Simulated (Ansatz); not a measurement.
Chalcopyrite CdSnAs2, treated with r²SCAN+rVV10 in Ansatz (plane waves, PAW).

Numerical settings: plane-wave cutoff 560 eV, 8×8×8 k mesh, Fermi–Dirac smearing 0.01 eV, scalar-relativistic PAW data made under PBE.

Cell (relaxed at this level):

```yaml
crystal:
  lattice:
    - [-3.05698, 3.05698, 5.98567]
    - [3.05698, -3.05698, 5.98567]
    - [3.05698, 3.05698, -5.98567]
  atoms:
    - { symbol: Cd, position: [0.00000, 0.00000, 0.00000] }
    - { symbol: Cd, position: [0.75000, 0.25000, 0.50000] }
    - { symbol: Sn, position: [0.50000, 0.50000, 0.00000] }
    - { symbol: Sn, position: [0.25000, 0.75000, 0.50000] }
    - { symbol: As, position: [0.87500, 0.87105, 0.49605] }
    - { symbol: As, position: [0.12895, 0.62500, 0.00395] }
    - { symbol: As, position: [0.37500, 0.37895, 0.50395] }
    - { symbol: As, position: [0.62105, 0.12500, 0.99605] }
```

Predict the bulk modulus B0, band gap and pressure derivative B′ of the bulk modulus.


* **bulk modulus B0**: 57.7 GPa
* **band gap**: 0.04 eV
* **pressure derivative B′ of the bulk modulus**: 4.6

Measured, for comparison: band gap 0.26 eV (temperature not stated, not corrected to a static lattice, direct or pseudo-direct at Γ; as tabulated in Ghosh et al. (2024), arXiv:2401.16805).

Note: the relaxation could not lower the start's symmetry, so the cell can be a saddle point above a distorted one; the bulk modulus comes from volumes at which shape and atoms were relaxed.

Spin–orbit coupling is not included; it can close the smallest gap of 0.04 eV.

The computed numbers hold no vibrational or temperature effects.

Ansatz is a first-principles code.
